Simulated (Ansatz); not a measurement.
The input, for Ansatz 0.2.0:

```yaml
crystal:
  periodic: [false, false, false]
  atoms:
    - {symbol: B, position_ang: [0.000000, -0.166299, 1.432524]}
    - {symbol: N, position_ang: [0.000000, 0.193885, 0.118033]}
    - {symbol: Ge, position_ang: [0.000000, -0.027586, -1.550557]}
basis:
  gaussian: {orbitals: def2-SVP}
magnetization: {spin_polarized: false}
hamiltonian: {xc: {name: B3LYP}}
correlation: {method: ccsd, electrons: valence, diis_vectors: 1}
accuracy: high
```

```sh
$ ansatz run in.yaml --threads 1 --pin off --events-out ev --progress --plain --max-ram 2393MiB
```

Log:

```
1149 factors; integrals over basis functions are off by at most 4.0e-9 eV
mean field evaluation 1: about -58664.2933 eV, gradient 6.7e1 eV
mean field evaluation 2: about -58664.3421 eV, gradient 6.7e1 eV
mean field evaluation 4: about -58673.3153 eV, gradient 1.8e1 eV
mean field evaluation 8: about -58674.8259 eV, gradient 2.7e-1 eV
mean field evaluation 16: about -58674.8347 eV, gradient 6.0e-4 eV
mean field evaluation 32: about -58660.7109 eV, gradient 1.9e1 eV
mean field -58674.83472207 eV, -2156.2604048048 hartree, gradient 8.8e-8 eV, S^2 0.000000; 0 other end points of the search recorded, 0 dependent functions left out
11 core orbitals not correlated: weight in the atoms' cores, before any rotation towards them, 1.000 or more for the frozen orbitals, at most 0.000 for the correlated occupied ones
reference -58615.68402325 eV, -2154.0866567167 hartree; 11, 11 occupied and 38, 38 virtual orbitals, 1149 factors
second order -12.38662549 eV of doubles, -0.52872533 eV of singles
cycle   1  -11.59318002 eV  change     1.3e0 eV  update   1.5e-1
cycle   2  -12.17194136 eV  change   -5.8e-1 eV  update   7.5e-2
cycle   3  -12.29937962 eV  change   -1.3e-1 eV  update   2.2e-2
cycle   4  -12.33854797 eV  change   -3.9e-2 eV  update   1.1e-2
...
cycle  42  -12.36420735 eV  change   -1.3e-8 eV  update   2.3e-8
cycle  43  -12.36420733 eV  change    2.2e-8 eV  update   1.8e-8
cycle  44  -12.36420734 eV  change   -1.6e-8 eV  update   1.4e-8
cycle  45  -12.36420733 eV  change    1.2e-8 eV  update   9.9e-9
cycle  46  -12.36420734 eV  change   -7.4e-9 eV  update   8.4e-9
cycle  47  -12.36420733 eV  change    4.7e-9 eV  update   6.5e-9
cycle  48  -12.36420734 eV  change   -6.7e-9 eV  update   5.4e-9
cycle  49  -12.36420733 eV  change    4.7e-9 eV  update   3.7e-9
cycle  50  -12.36420734 eV  change   -3.0e-9 eV  update   3.2e-9
cycle  51  -12.36420734 eV  change    1.4e-9 eV  update   2.4e-9
Total energy: -58628.04823058 eV, -2154.5410329556 hartree
```

Ran on 1 thread of Intel Xeon, shared host: 15 s wall, 0.19 GiB peak host memory.
